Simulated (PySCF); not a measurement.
# From computed data to an observable: entropy of an ideal gas

BF₃, SMILES FB(F)F.

Geometry optimised at PBE-D3(BJ)/def2-TZVP. The isomer is the one that the SMILES or the coordinates give; other isomers of the formula were not compared.

PBE-D3(BJ)/def2-TZVP run with PySCF gives the harmonic wavenumbers 457, 457, 663, 859, 1421, 1421 cm⁻¹ and the rotational temperatures 0.4845, 0.4845, 0.2423 K. The molar mass is 67.81 g/mol, the symmetry number 6, the spin multiplicity 1.

Question: Work out the entropy at 298.15 K and 1 atm in the rigid-rotor, harmonic-oscillator model.

Answer: 
Translation (Sackur–Tetrode at 1 atm): S = R[1.5 ln M + 2.5 ln T − 1.16487] = 161.3 J/(mol K).
Rotation: q = (√π/σ) T^1.5/√(θA θB θC) = 6380, S = R[ln q + 3/2] = 85.3 J/(mol K).
Vibration: with u = 1.4388 ν/T, each mode gives R[u/(e^u − 1) − ln(1 − e^−u)]:
| ν (cm⁻¹) | modes | u | S (J/(mol K)) |
|---|---|---|---|
| 457 | 2 | 2.21 | 6.48 |
| 663 | 1 | 3.20 | 1.48 |
| 859 | 1 | 4.15 | 0.69 |
| 1421 | 2 | 6.86 | 0.14 |
These are all the modes. Sum 8.8 J/(mol K).
Spin: R ln 1 = 0.0 J/(mol K).
Total 255.4 J/(mol K); the program's own thermochemistry gives 255.4. Translation makes up 63 % and vibration 3 %. Anharmonicity, hindered rotation and orbital degeneracy are left out.
